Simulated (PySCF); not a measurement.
A GIAO shielding run with PySCF 2.14 (density fitting, non-relativistic, gas phase) on SMILES CC([N+]#[C-])(C)C, C5H9N:

```
$ OMP_NUM_THREADS=2 python probes_run.py task.json out

{"job": {"kind": "nmr", "xc": "B97-2", "basis": "pcSseg-2", "pop": false}, "charge": 0, "multiplicity": 1}
C      0.658785    -1.258221     2.391840
N      0.381748    -0.729906     1.391350
C      0.042605    -0.084079     0.159344
C     -0.832934     1.123118     0.479677
C      1.336676     0.351669    -0.520772
C     -0.713737    -1.085003    -0.709015
H     -1.101340     1.635735    -0.446007
H     -1.748037     0.811991     0.985328
H     -0.300932     1.824409     1.124196
H      1.105019     0.845413    -1.466359
H      1.888319     1.048453     0.111865
H      1.973241    -0.510631    -0.724296
H     -0.984753    -0.615583    -1.656560
H     -0.094508    -1.958721    -0.916998
H     -1.625258    -1.415882    -0.209432
```

Hardware: 2 threads of an Intel Xeon, shared host.

(1) How large is the calculation?

(2) How long does it take, and how much memory does it need?

(3) And these other runs on the same molecule and hardware: GIAO shielding at KT3/pcSseg-2; GIAO shielding at PBE0/pcSseg-2; GIAO shielding at wB97X-D/pcSseg-2?

Results:

(1) 46 electrons, 342 basis functions and 873 auxiliary functions.

(2) 84 s of wall time, with 14 SCF cycles and 4 response iterations; peak memory 2.5 GiB. Times on a shared host scatter by some tens of per cent.

(3) KT3/pcSseg-2: 342 functions, 100 s; PBE0/pcSseg-2: 342 functions, 100 s; wB97X-D/pcSseg-2: 342 functions, 110 s.
